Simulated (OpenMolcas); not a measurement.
**BCl (SMILES [B]Cl): the energy, rung by rung**

BCl: 2 atoms, total charge 0, spin state singlet. As SMILES, `[B]Cl`. The coordinates come from a GFN2-xTB relaxation.

```jsonl
{"atom": "B", "x (Å)": "0.0000", "y (Å)": "0.0000", "z (Å)": "0.0000"}
{"atom": "Cl", "x (Å)": "0.0000", "y (Å)": "0.0000", "z (Å)": "1.5785"}
```

Quantity: the energy change with the B1–Cl2 bond stretched from 1.579 to 2.762 Å, in eV. The values are calculated.

```csv
level,kind,program,value (eV),less FCI/STO-3G,CPU time (all runs)
M06-2X/STO-3G (restricted),hybrid meta-GGA,OpenMolcas,2.78,+0.26,8 s
B2PLYP/STO-3G (restricted),double hybrid,OpenMolcas,2.62,+0.10,7.6 s
MP2/STO-3G (restricted),perturbation theory,OpenMolcas,2.92,+0.40,4.5 s
"CASPT2(2,2)/STO-3G",multireference,OpenMolcas,2.89,+0.37,4.4 s
"CASSCF(2,2)/STO-3G",multireference,OpenMolcas,3.02,+0.50,4.2 s
"MRCI(2,2)/STO-3G",multireference,OpenMolcas,2.60,+0.08,5.1 s
ACPF/STO-3G (restricted),coupled cluster or CI,OpenMolcas,2.44,-0.08,5 s
CISD/STO-3G (restricted),coupled cluster or CI,OpenMolcas,2.63,+0.11,4.7 s
FCI/STO-3G,exact in the basis,OpenMolcas,2.52,0.00,4.7 s
```

FCI/STO-3G is exact within its basis and frozen core, so for wave-function methods in that basis the difference is their error; functionals converge differently with the basis, so for them it is only a difference. The first shape isn't each level's own minimum. The values span 2.44 to 3.02 eV. All rows use very small basis sets, so even the best lies far from the true value. CPU times are rough (shared hosts, several kinds of processor): they show what a rung costs within a factor of a few.
